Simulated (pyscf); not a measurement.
This saddle point was located with ωB97X-D3(BJ)/def2-SVP in PySCF.

```xyz
12

C     -1.6530    -1.8084    -0.4737
Sn    -0.3644    -0.1251    -0.8210
H     -1.5884    -2.5160    -1.3134
H     -2.6961    -1.4745    -0.3733
H     -1.3585    -2.3287     0.4495
H     -0.4604     1.0189     0.5249
H      1.2515    -0.6739    -0.9983
H     -0.8292     0.6553    -2.2766
C     -0.5736     2.1885     1.9252
H     -1.4007     1.7260     2.4712
H     -0.7851     3.1033     1.3645
H      0.4341     2.0649     2.3317
```
Charge 0, spin multiplicity 2.

Surface: doublet, charge 0. Lowest wavenumbers (cm⁻¹): 363i, 7, 52, 87, 158.

Name the species on either side of this saddle.

H₃C–SnH₃ (SMILES [CH3][SnH3]) + CH₃• (SMILES [CH3]) ⇌ H₃C–SnH₂• (SMILES [CH3][SnH2]) + CH₄ (SMILES C), a hydrogen abstraction read from left to right: H–Sn broken and C–H formed. At ωB97M-D3(BJ)/def2-TZVP it lies +13.9 kJ/mol from the left side and +152.0 kJ/mol from the right (each side as separated species at their lowest minima found). One saddle was located; it need not be the lowest between these sides. The angle at the transferred H is 179°. Elements past Kr carry the def2 core potentials, without spin-orbit coupling.
